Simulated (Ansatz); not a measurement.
**How far each method lies from full CI for SbH$_{3}$⁺, doublet**

Geometry: that of the SbH3, singlet, kept fixed.

```yaml
atoms:
  - { symbol: Sb, position_ang: [0.0001, 0.0000, -0.0233] }
  - { symbol: H, position_ang: [1.4065, 0.0119, 0.9449] }
  - { symbol: H, position_ang: [-0.7203, 1.2165, 0.9342] }
  - { symbol: H, position_ang: [-0.7001, -1.2277, 0.9349] }
```

Basis def2-SVP with its core potentials; Ansatz 0.2.0. Correlated methods freeze the noble-gas cores and the filled d shells of p-block atoms, which leaves 7 electrons in 32 orbitals. R marks a restricted (for open shells ROHF) determinant, U an unrestricted one. Active spaces: valence = (7e, 7o) chosen from the atoms' valence shells. No spin–orbit coupling is included; scalar relativity enters through the core potentials alone.

Full CI is exact within this basis and frozen core; it isn't the basis-set limit. The frozen core follows each run's orbitals, which can shift R against U totals by a few meV for light atoms and by up to 0.1 eV past Ca.

For open shells CISD is restricted-active-space CI with the open shells as a complete middle space.

The UHF ⟨S²⟩ is 0.756 and the T1 diagnostic (RCCSD) is 0.0166. The largest doubles amplitude (RCCSD) is 0.062.

| level | E − E(full CI) (kJ/mol) | share of correlation (%) | wall time |
| --- | --- | --- | --- |
| RHF | 318.2 | 0.00 | – |
| RMP2 | 78.8 | 75.22 | – |
| CISD | 21.5 | 93.25 | 0.7 s |
| RCCSD | 9.0 | 97.18 | – |
| RCCSD(T) | 2.1 | 99.35 | 1.9 s |
| BCCD(T) | 2.0 | 99.36 | 1.6 s |
| RCCSDT | 0.1 | 99.98 | – |
| RCCSDT(Q) | -0.1 | 100.02 | 9.5 s |
| RCCSDTQ | -0.1 | 100.03 | 13 s (H100) |
| CASSCF (valence space) | 164.9 | 48.19 | – |
| NEVPT2 (valence space) | 45.4 | 85.73 | 1.8 s |
| MRCISD (valence space) | 5.3 | 98.34 | – |
| MRCISD+Q (valence space) | -0.3 | 100.11 | 2.3 s |

The correlation energy at full CI, counted from RHF, is -3.298 eV. That run took 10 s on 2 threads of AMD EPYC 7R13 with a shared H100 80 GB, shared host over 89,179,650 determinants.

Run but not shown, since their state or frozen core can't be matched to the reference's or they repeat it: UHF, UMP2, UCCSD, UCCSD(T), UCCSDT, UCCSDT(Q), UCCSDTQ.

Times hold each run's SCF and search for its determinant on a shared host, so for small cases they say little of a method's own cost; rows without a card ran on 1 thread of AMD EPYC 7R13.

The full-CI state has the irrep A' of Cs, in the program's axes (one component, if the state is degenerate).

Natural occupations of full CI about the gap: 1.965 1.936 1.936 0.999 0.041 0.041 0.029 0.009 0.009 0.008; effectively unpaired electrons, Σ n²(2−n)², 1.05.
